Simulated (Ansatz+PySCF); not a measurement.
Two shapes of singlet C2H6O.

Shape 1:

```xyz
9

C     0.0000   -0.4146   -0.3535
C     0.0000   -0.4345    1.1567
O     0.0000    0.9232   -0.7809
H    -0.8892   -0.9616   -0.7300
H     0.8892   -0.9616   -0.7300
H     0.0000   -1.4668    1.5374
H     0.8896    0.0825    1.5468
H    -0.8896    0.0825    1.5468
H     0.0000    0.9341   -1.7424
```

Shape 2:

```xyz
9

C     0.0000   -0.4477   -0.3818
C     0.0000   -0.4693    1.2492
O     0.0000    0.9970   -0.8434
H    -0.9603   -1.0385   -0.7884
H     0.9603   -1.0385   -0.7884
H     0.0000   -1.5841    1.6604
H     0.9608    0.0891    1.6705
H    -0.9608    0.0891    1.6705
H     0.0000    1.0088   -1.8818
```

Basis set: def2-SVP (spherical functions). Frozen core: 3 orbitals. Charge 0, multiplicity 1.

Computed with Ansatz (development build ahead of 0.2.0); each method stands on the lowest determinant of its kind that the runs found.

Task: Which shape is lower in energy, and by how much in each method?

Result:

| method | E(2) − E(1) (eV) |
| --- | --- |
| RHF | 1.444 |
| UHF | 1.444 |
| RHF-MP2 | 1.121 |
| UHF-MP2 | 1.121 |
| RHF-CCSD | 1.083 |

Shape 1 is lower.
